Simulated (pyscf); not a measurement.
Four-centre exchange: H₂S + Cl–Si(Cl)(Cl)–Cl -> HS–Si(Cl)(Cl)–Cl + HCl

Gas phase, singlet surface, charge 0. Bonds broken: S1–H2, Cl4–Si5. Bonds formed: S1–Si5, H2–Cl4. Structures and frequencies: ωB97X-D3(BJ)/def2-SVP in PySCF.

Transition state (Å):

```xyz
8

S     -0.1796     1.5585     0.3084
H     -0.0798     0.9088    -1.0504
H      1.0849     1.3848     0.7490
Cl    -0.6159    -0.5539    -1.6972
Si    -0.7914    -0.5947     0.7657
Cl     0.6737    -2.0248     0.7357
Cl    -2.7631    -1.0707     0.5500
Cl    -0.7640    -0.1910     2.8248
```

One imaginary mode, 741i cm⁻¹; descent along it reached the two sides named.

| bond | change | reactant side (Å) | saddle | product side |
|---|---|---|---|---|
| S1–H2 | breaks | 1.346 | 1.510 | 2.530 |
| Cl4–Si5 | breaks | 2.027 | 2.469 | 3.9 |
| S1–Si5 | forms | 3.8 | 2.285 | 2.119 |
| H2–Cl4 | forms | 3.5 | 1.687 | 1.289 |

Electronic energies relative to the separated reactants (kcal/mol):

| level | barrier | reaction energy | reverse barrier |
|---|---|---|---|
| ωB97X-D3(BJ)/def2-TZVP | 37.1 | +7.2 | 29.8 |
| PBE/def2-TZVP | 32.7 | +7.5 | 25.2 |
| r²SCAN/def2-TZVP | 35.5 | +8.2 | 27.3 |
| B3LYP-D3(BJ)/def2-TZVP | 37.3 | +7.9 | 29.5 |
| PBE0-D3(BJ)/def2-TZVP | 34.1 | +7.2 | 26.9 |
| M06-2X/def2-TZVP | 40.6 | +8.6 | 32.0 |
| ωB97M-D3(BJ)/def2-TZVP | 40.7 | +8.3 | 32.4 |
| HF/def2-TZVP | 64.8 | +10.2 | 54.6 |

With ωB97M-D3(BJ)/def2-TZVP energies and thermal terms (ideal gas, 1 atm, RRHO with modes under 100 cm⁻¹ raised to 100, one conformer, R ln 2 for rigid chiral ones), in kcal/mol:

| T (K) | ΔH‡ | ΔG‡ | ΔH | ΔG |
|---|---|---|---|---|
| 298 | 39.7 | 49.7 | +8.4 | +7.2 |
| 600 | 40.3 | 59.7 | +8.8 | +5.9 |
| 900 | 41.0 | 69.2 | +9.2 | +4.4 |
| 1200 | 41.8 | 78.5 | +9.6 | +2.7 |

One saddle was located; it need not be the lowest between these sides.
